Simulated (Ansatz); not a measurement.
HNaO, SMILES `[OH][Na]` at its PBE0-D4/def2-TZVP geometry, where that method's forces vanish. The species carries charge 0 and has multiplicity 1.

```xyz
3

O    -0.0793    0.3097   -0.0631
Na    0.3923   -1.5231    0.3097
H    -0.3130    1.2134   -0.2466
```

Q: What forces (eV/Å) does ωB97M-V/def2-TZVPP give on these atoms in Ansatz 0.2.0? (Estimate.)

A: The calculation gave: 
```
O1  -0.019  0.073 -0.015
Na2  0.013 -0.052  0.010
H3   0.006 -0.021  0.004
```
